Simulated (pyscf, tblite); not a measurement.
H₃Si–O–PH₂ + H atom (H•) -> •H₂Si–O–PH₂ + hydrogen (H₂): energy along the mass-weighted descent from the GFN2-xTB with spin polarisation saddle (tblite), relative to the relaxed reactant side, a complex of the molecules.

```
s (amu^1/2 bohr) | E (kcal/mol)
    -1.59 | # 0.2
    -1.45 | # 0.4
    -1.20 | ## 0.6
   -0.600 | ############# 4.2
    0.120 | ############################## 9.9
    0.429 | ############################# 9.6
    0.676 | ############################ 9.3
    0.806 | ############################ 9.2
    0.899 | ############################ 9.2
    0.965 | ############################ 9.1
     1.03 | ########################### 9.1
```

The GFN2-xTB with spin polarisation barrier from the reactant side is 10.0 kcal/mol. What does ωB97X-D3(BJ) (PySCF) give from its own reactant-side minimum, in def2-SVP and in def2-TZVP?

4.8 kcal/mol in the double-zeta basis after reoptimising the saddle, and 5.2 kcal/mol in the triple-zeta single point, so the tight-binding barrier lies 4.8 kcal/mol over the latter. The imaginary mode goes from 880i to 1027i cm⁻¹.
